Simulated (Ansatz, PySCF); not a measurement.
A family of related molecules: Y=E=Y. Gas-phase values, no solvent. Strings in code marks are SMILES.

Quantity: vertical ionisation energy (energy after one electron is removed minus that of the parent at the parent's geometry), in eV. The restricted reference of `O=S=O` is unstable towards unrestricted orbitals.

Level 1: frozen-core MP2/cc-pVTZ // B3LYP-D3(BJ)/def2-TZVP (Ansatz, a program for electronic structure)
Level 2: PBE/6-31G* // B3LYP-D3(BJ)/def2-TZVP (PySCF)
Level 3: SVWN5/6-31G* // B3LYP-D3(BJ)/def2-TZVP (PySCF)
Level 4: minus the HOMO energy of HF/3-21G // B3LYP-D3(BJ)/def2-TZVP (PySCF)

```
species  level 1     level 2     level 3  level 4
-------  -------  ----------  ----------  -------
`O=S=O`    12.42  (withheld)  (withheld)    12.68
`C=C=O`     9.85        9.50  (withheld)     9.72
`C=C=C`    10.42        9.84       10.03    10.21
```

Q: Complete the blanks.

A: 
- `O=S=O`, level 2: 11.85
- `O=S=O`, level 3: 12.10
- `C=C=O`, level 3: 9.78
